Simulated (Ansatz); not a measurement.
Al(H2O)H3 (AlOH5), relaxed as a singlet with RKS PBE-D4/def2-TZVP in Ansatz, starting from the GFN2-xTB geometry. Force threshold 0.02 eV/Å.

Start:

Cartesian coordinates in Å:
```
Al -0.1208 0.8468 0.2114
O 0.1038 -0.9790 -0.2258
H 0.5230 -1.6340 0.3451
H -0.0731 -1.3389 -1.1025
H -1.4096 1.0548 -0.6650
H 1.2282 1.4462 -0.3240
H -0.2514 0.6041 1.7608
```

| step | energy (eV) | largest force component (eV/Å) | SCF passes |
| --- | --- | --- | --- |
| 1 | -8720.0766 | 0.793 | 22 |
| 2 | -8720.1547 | 0.806 | 27 |
| 3 | -8720.1896 | 0.472 | 27 |
| 4 | -8720.2253 | 0.125 | 31 |
| 5 (rejected) | -8720.2208 | 0.282 | 27 |
| 6 | -8720.2279 | 0.029 | 27 |
| 7 | -8720.2283 | 0.013 | 26 |
| 8 | -8720.2283 | 0.045 | 26 |
| 9 | -8720.2285 | 0.034 | 27 |
| 10 | -8720.2290 | 0.011 | 26 |
| 11 (rejected) | -8720.1901 | 1.143 | 25 |
| 12 | -8720.2292 | 0.036 | 26 |
| 13 | -8720.2296 | 0.158 | 26 |
| 14 | -8720.2303 | 0.141 | 26 |
| 15 | -8720.2324 | 0.016 | 26 |
| 16 | -8720.2330 | 0.105 | 26 |
| 17 (rejected) | -8720.2327 | 0.316 | 27 |
| 18 | -8720.2341 | 0.044 | 26 |
| 19 | -8720.2342 | 0.307 | 26 |
| 20 | -8720.2355 | 0.086 | 26 |
| 21 | -8720.2372 | 0.005 | 27 |

Force components are those of the run's own axes.

End:

```xyz
7

Al   -0.195    0.857    0.180
O    -0.072   -1.135   -0.342
H     0.209   -1.637    0.445
H     0.609   -1.275   -1.024
H    -1.594    1.301   -0.458
H     1.158    1.317   -0.565
H    -0.115    0.572    1.764
```

By distances, no bond broke or formed. The bond that changes most is Al1–O2, from 1.89 to 2.06 Å (atoms count from 1).

The force fell under the threshold at step 7, but the optimiser went on and released 0.009 eV more. No frequencies were taken in this run, so the end may be a saddle point.

It took 13 s on 4 threads of Arm Neoverse V1 on a shared host.
